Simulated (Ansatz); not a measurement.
Basis-set extrapolation for C3H5F, SMILES `C=CCF` (PBE0-D4/def2-TZVP geometry, frozen core, the Gaussian-basis code of Ansatz). Multiplicity 1, RHF reference.

```csv
,def2-TZVPP,def2-QZVPP
HF,-216.012676,-216.022396
MP2 correlation,-0.743048,-0.799199
CCSD(T) correlation,-0.803053,-0.854614
```

Energies in hartree. Use E(X) = E(∞) + A·exp(−7.88·√X) for Hartree–Fock and E(X) = E(∞) + B·X^(−2.97) for correlation, with X = 3 and 4.

Problem. What is the CCSD(T) energy at the basis-set limit?

Solution. HF limit: -216.022396 + (-0.009720) × 0.13774 = -216.02373. Correlation limit: -0.854614 + (-0.051561) × 0.74074 = -0.89281. Total: -216.91654 hartree, 264.7 kJ/mol below CCSD(T)/def2-TZVPP.
